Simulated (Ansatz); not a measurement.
## Which method gave which barrier?

Saddle point of CH$_{5}$BO, closed shell (CH₅BO ([CH3][BH][OH]) → CH₃B ([BH][CH2]) + H₂O (still joined by a long B–O bond); bonds formed: O2–H4; bonds broken: C3–H4; bonds weakened to dative contacts: B1–O2), PBE0-D4/def2-TZVP structure:

B1  (-0.678, -0.147, -0.274)
O2  (0.315, -1.361, -0.244)
C3  (0.085, 0.979, 0.209)
H4  (0.826, -0.303, -0.338)
H5  (-1.669, -0.323, -0.904)
H6  (0.420, -1.759, 0.629)
H7  (-0.164, 2.004, -0.048)
H8  (0.865, 0.911, 0.970)
(Å)

Computed with Ansatz 0.2.0 (basis: def2-TZVPP, with def2-QZVPP for the basis limit); correlated methods freeze the cores. B3LYP uses VWN-RPA correlation. Extrapolation: Hartree–Fock as exp(−7.88 √X), correlation as X^−2.97. Four methods, as single points on the PBE0-D4 structures, gave these electronic barriers from the start structure: 312.0, 341.1, 365.5, 407.5 kJ/mol.

Problem. The methods were, in alphabetical order, B3LYP-D4, BHLYP-D4, HF, PBE-D4. Which gave which? (Judge from chemistry; the calculation decides.)

Solution. Computed: PBE-D4 312.0; B3LYP-D4 341.1; BHLYP-D4 365.5; HF 407.5 kJ/mol. For comparison, CCSD(T) at an estimated basis limit (MP2 extrapolated from triple and quadruple zeta, plus CCSD(T) − MP2 in triple zeta) gives 343.1 kJ/mol.

T1 diagnostic: at most 0.013.

Labels in which every atom is bracketed show which atoms are joined, not bond orders.

For scale, one of the runs: CCSD(T)/def2-TZVPP, 163 basis functions, launched by `ansatz run in.yaml --threads 2 --pin off --events-out ev --progress --plain --max-ram 4352MiB`. The run took 23 s on 2 CPU threads of an Arm Neoverse V1 (shared host), with 1.3 GiB of host memory at its peak.
